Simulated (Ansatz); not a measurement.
Ansatz input

```yaml
crystal:
  lattice:
    - [3.7025948324, 0.0, 0.0]
    - [-1.8512974162, 3.2065411848, 0.0]
    - [0.0, 0.0, 6.1683325115]
  atoms:
    - { symbol: Tm, position: [0.3333333333, 0.6666666667, 0.25], spin: 1.357 }
    - { symbol: Tm, position: [0.6666666667, 0.3333333333, 0.75], spin: -1.357 }
hamiltonian:
  xc: mr2scan
  pseudopotentials:
    kind: paw
    azcp:
      Tm: "pseudopotentials/Tm.paw.azcp"
basis:
  ecutwfc: 500
  fft_grid_basis: typed
kpoints:
  mp_grid: { grid: [13, 13, 7], shift: [0, 0, 0] }
magnetization:
  spin_polarized: true
scf:
  occupations: { method: fermi_dirac, width: 0.05 }
output:
  stress: true
```

and its output:

```
Warning: where an SCF of this run starts from atoms to list the orders of its open shells, Tm (site 0, from 0) starts with 1.50 μB on its 4f shell, in the place of the 1.36 μB that the deck gives it: an open f shell starts with all that it can hold by Hund's first rule. To start from spheres of the given moment, type scf.initial_density.shell_occupations: []
Warning: where an SCF of this run starts from atoms to list the orders of its open shells, Tm (site 1, from 0) starts with -1.50 μB on its 4f shell, in the place of the -1.36 μB that the deck gives it: an open f shell starts with all that it can hold by Hund's first rule. To start from spheres of the given moment, type scf.initial_density.shell_occupations: []
Engine: ansatz 0.2.0, x86_64-unknown-linux-gnu
Pseudopotentials: kind: paw
Pseudopotential: Tm, paw, valence charge 23, recommended cutoff 500 eV (meta_gga) 
Functional definition: m-r2SCAN
  exchange = m_r2scan_x
  correlation = m_r2scan_c
Crystal: 2 atoms, lattice volume = 73.234 Å³
Basis set: ecut = 500 eV, 1859 PW (Γ), exchange–correlation on 120×120×180 points (64 copies of the dense FFT grid, shifted against one another)
Bands: 30, of which v1, the nominal top of the filled ones, is band 23 counted from 1 (22 counted from 0)
Symmetry: 12 space group operations
Space group: P-6m2 (ITA 187), of the structure as read, at distance tolerance 4.2e-5 Å
Magnetic group: BNS 194.267 (UNI 1497), of the structure as read, at distance tolerance 4.2e-5 Å
k-points: 84 of 1183 (time reversal used)
Non-local potential: Tm, projectors of the file, l = 0: 3, l = 1: 2, l = 2: 2, l = 3: 3
PAW form: soft (Blöchl's): semilocal exchange-correlation on the pseudo side does not see the compensation charge
PAW frozen core: Tm, regenerated for the run's functional (the file was generated under x = pbe(κ = 0.804, μ = 0.2195149727645171), c = pbe(β = 0.06672455060314922))
PAW one-centre angular grid: Tm, 2702 points (default); XC on 160 Gauss nodes
Initial density: superposition of atomic densities (chi_scale 0.1, normalization cell)
Starting moments: Σ|m| = 2.714 μB on 2 of 2 sites
Starting magnetic order: antiferromagnet; an inversion exchanges its spin sublattices: spin-degenerate at every k-point
Initial wavefunctions: pseudopotential atomic-orbital guess
Functional: x = mr2scan, c = mr2scan; τ floored in thin density (d = 2e-4 eV/Å³)
iter 1 solved again at ethr=1.92e-4 eV; its pass at ethr=3.10e-3 eV (dr2=8.85e-2 eV) is discarded
SCF iter   1: F=—  HF=-25843.756261 eV  |F-HF|=—  |Δ(HF+E_count)|=         —  Δρ=1.07e-2 (↑1.07e-2 ↓1.07e-2)  dr2=8.87e-2  dr2_τ=1.95e-3  dr2_m=5.58e-2  M=-0.000 μB ∫|m|=2.769 μB  β_m=0.30  ethr=1.92e-4  ⟨swp⟩=2.9  Hψ=32187  notcnv=0
Mixer restart at iter 1: flushing history
spin=Collinear: Kerker preconditioning applied to the charge; magnetization (m = ρ↑ − ρ↓) channel mixes plain (no charge-response kernel on spin).
SCF iter   2: F=—  HF=-25843.873790 eV  |F-HF|=—  |Δ(HF+E_count)|=         —  Δρ=7.59e-3 (↑7.59e-3 ↓7.59e-3)  dr2=7.65e-2  dr2_τ=9.89e-4  dr2_m=2.21e-2  M=-0.000 μB ∫|m|=2.786 μB  β_m=0.30  ethr=1.92e-4  ⟨swp⟩=3.9  Hψ=11302  notcnv=0  defer=44
...
SCF iter   5: F=-25844.716466 eV  HF=-25844.716476 eV  |F-HF|=9.28e-6  |Δ(HF+E_count)|=   7.03e-6  Δρ=8.88e-5 (↑6.18e-5 ↓8.88e-5)  dr2=1.06e-5  dr2_τ=7.80e-9  dr2_m=2.00e-6  M=0.010 μB ∫|m|=2.899 μB  ethr=1.15e-6  ⟨swp⟩=1.0  Hψ=16163  notcnv=0
SCF iter   6: F=-25844.716474 eV  HF=-25844.716480 eV  |F-HF|=5.13e-6  |Δ(HF+E_count)|=   3.85e-6  Δρ=9.56e-5 (↑3.29e-5 ↓9.56e-5)  dr2=5.43e-6  dr2_τ=1.43e-9  dr2_m=1.66e-6  M=0.010 μB ∫|m|=2.894 μB  ethr=3.90e-8  ⟨swp⟩=1.8  Hψ=20438  notcnv=0
SCF iter   7: F=-25844.710455 eV  HF=-25844.717147 eV  |F-HF|=6.69e-3  |Δ(HF+E_count)|=   6.68e-4  Δρ=3.01e-3 (↑3.01e-3 ↓1.65e-3)  dr2=6.77e-3  dr2_τ=1.32e-6  dr2_m=2.11e-3  M=0.339 μB ∫|m|=3.077 μB  ethr=2.56e-8  ⟨swp⟩=2.2  Hψ=39425  notcnv=0
SCF iter   8: F=-25844.717936 eV  HF=-25844.717975 eV  |F-HF|=3.94e-5  |Δ(HF+E_count)|=   8.28e-4  Δρ=1.38e-4 (↑1.38e-4 ↓8.63e-5)  dr2=2.70e-5  dr2_τ=3.19e-7  dr2_m=2.70e-6  M=0.668 μB ∫|m|=3.354 μB  ethr=2.17e-6  ⟨swp⟩=2.0  Hψ=27945  notcnv=0
SCF iter   9: F=-25844.717977 eV  HF=-25844.717977 eV  |F-HF|=1.33e-7  |Δ(HF+E_count)|=   1.78e-6  Δρ=9.89e-6 (↑9.89e-6 ↓4.92e-6)  dr2=1.39e-7  dr2_τ=2.00e-9  dr2_m=1.40e-8  M=0.662 μB ∫|m|=3.350 μB  ethr=1.21e-7  ⟨swp⟩=1.6  Hψ=18667  notcnv=0
SCF iter  10: F=-25844.717977 eV  HF=-25844.717977 eV  |F-HF|=8.14e-9  |Δ(HF+E_count)|=   1.40e-8  Δρ=3.93e-6 (↑1.65e-6 ↓3.93e-6)  dr2=8.75e-9  dr2_τ=1.25e-10  dr2_m=3.16e-9  M=0.661 μB ∫|m|=3.349 μB  ethr=2.17e-10  ⟨swp⟩=2.9  Hψ=28687  notcnv=0
SCF iter  11: F=-25844.717977 eV  HF=-25844.717977 eV  |F-HF|=8.11e-9  |Δ(HF+E_count)|=  2.55e-11  Δρ=3.93e-6 (↑1.65e-6 ↓3.93e-6)  dr2=8.77e-9  dr2_τ=1.26e-10  dr2_m=3.17e-9  M=0.661 μB ∫|m|=3.349 μB  ethr=1.90e-11  ⟨swp⟩=2.4  Hψ=32983  notcnv=0
SCF 2 converged in 11 iterations: F = -25844.717977 eV  dr2 = 8.77e-9
iter 1 solved again at ethr=1.92e-11 eV; its pass at ethr=3.10e-3 eV (dr2=8.81e-9 eV) is discarded
SCF iter   1: F=-25844.717977 eV  HF=-25844.717977 eV  |F-HF|=8.11e-9  |Δ(HF+E_count)|=         —  Δρ=3.93e-6 (↑1.66e-6 ↓3.93e-6)  dr2=8.77e-9  dr2_τ=1.27e-10  dr2_m=3.17e-9  M=0.661 μB ∫|m|=3.349 μB  β_m=1.20  ethr=1.92e-11  ⟨swp⟩=1.9  Hψ=36524  notcnv=0
spin=Collinear: Kerker preconditioning applied to the charge; magnetization (m = ρ↑ − ρ↓) channel mixes plain (no charge-response kernel on spin).
SCF iter   2: F=-25844.717976 eV  HF=-25844.717977 eV  |F-HF|=1.03e-6  |Δ(HF+E_count)|=   1.12e-8  Δρ=3.05e-5 (↑2.45e-5 ↓3.05e-5)  dr2=1.04e-6  dr2_τ=1.47e-10  dr2_m=2.59e-7  M=0.661 μB ∫|m|=3.349 μB  β_m=1.20  ethr=1.91e-11  ⟨swp⟩=5.3  Hψ=28598  notcnv=0  κ⁻¹=1.0e0(r=1)
SCF iter   3: F=-25844.717977 eV  HF=-25844.717977 eV  |F-HF|=3.55e-7  |Δ(HF+E_count)|=   8.17e-9  Δρ=1.81e-5 (↑1.37e-5 ↓1.81e-5)  dr2=3.67e-7  dr2_τ=6.64e-11  dr2_m=8.42e-8  M=0.661 μB ∫|m|=3.349 μB  β_m=1.20  ethr=1.91e-11  ⟨swp⟩=1.0  Hψ=7560  notcnv=0  κ⁻¹=1.2e-3(r=2)
SCF iter   4: F=-25844.717977 eV  HF=-25844.717977 eV  |F-HF|=2.97e-7  |Δ(HF+E_count)|=  2.26e-10  Δρ=1.70e-5 (↑1.70e-5 ↓1.18e-5)  dr2=3.04e-7  dr2_τ=3.01e-11  dr2_m=6.98e-8  M=0.661 μB ∫|m|=3.349 μB  β_m=1.20  ethr=1.91e-11  ⟨swp⟩=2.1  Hψ=13253  notcnv=0  κ⁻¹=1.5e-4(r=3)
SCF iter   5: F=-25844.717977 eV  HF=-25844.717977 eV  |F-HF|=3.58e-7  |Δ(HF+E_count)|=  9.02e-10  Δρ=1.91e-5 (↑1.91e-5 ↓1.24e-5)  dr2=3.67e-7  dr2_τ=3.56e-11  dr2_m=8.46e-8  M=0.661 μB ∫|m|=3.349 μB  β_m=1.20  ethr=1.91e-11  ⟨swp⟩=1.0  Hψ=7560  notcnv=0  κ⁻¹=1.9e-5(r=4)
SCF iter   6: F=-25844.717977 eV  HF=-25844.717977 eV  |F-HF|=6.18e-10  |Δ(HF+E_count)|=   4.87e-9  Δρ=7.69e-7 (↑7.69e-7 ↓2.92e-7)  dr2=7.25e-10  dr2_τ=1.31e-12  dr2_m=1.12e-10  M=0.661 μB ∫|m|=3.349 μB  ethr=1.91e-11  ⟨swp⟩=2.8  Hψ=28863  notcnv=0
SCF 3 converged in 6 iterations: F = -25844.717977 eV  dr2 = 7.25e-10
Symmetry: 2 space group operations
k-points: 322 of 1183 (time reversal used)
iter 1 solved again at ethr=1.57e-12 eV; its pass at ethr=2.17e-6 eV (dr2=7.24e-10 eV) is discarded
SCF iter   1: F=-25844.717977 eV  HF=-25844.717977 eV  |F-HF|=6.00e-10  |Δ(HF+E_count)|=         —  Δρ=7.68e-7 (↑7.68e-7 ↓2.92e-7)  dr2=7.24e-10  dr2_τ=1.33e-12  dr2_m=1.12e-10  M=0.661 μB ∫|m|=3.349 μB  ethr=1.57e-12  ⟨swp⟩=1.1  Hψ=112541  notcnv=0
spin=Collinear: Kerker preconditioning applied to the charge; magnetization (m = ρ↑ − ρ↓) channel mixes plain (no charge-response kernel on spin).
```

The calculation hadn't finished when its time ran out.

Open f shells have many self-consistent states, so the state found may not be the lowest.
